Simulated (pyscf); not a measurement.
Structures and frequencies: ωB97X-D3(BJ)/def2-SVP in PySCF. Correlated levels are frozen-core, on RHF or UHF. ΔMP2 is the change of the MP2 total energy from the triple- to the quadruple-zeta basis.

### Question
Estimate the classical barrier height and the reaction energy of H₃C–CH(CH₃)–F → propene (H₂C=CH–CH₃) + hydrogen fluoride (HF) at CCSD(T)/def2-TZVPP. The step runs on the singlet surface, breaks C–H, C–F and forms F–H; take the reactant's lowest minimum found as zero.

### Answer
ΔE‡ = 62.2 kcal/mol, ΔE = +17.7 kcal/mol. CCSD(T)/def2-TZVPP + ΔMP2(QZVPP) gives 61.5 kcal/mol and +17.4 kcal/mol. Zero-point energy shifts the barrier by -4.7 kcal/mol. It is an elimination, with an imaginary mode of 1822i cm⁻¹. On the product side the descent ends in a complex, 6.2 kcal/mol under the separated species and 44.6 kcal/mol under the saddle at ωB97X-D3(BJ)/def2-TZVP. One saddle was located; it need not be the lowest between these sides. The CCSD(T) − MP2 part came from Ansatz, without density fitting, on the same reference.
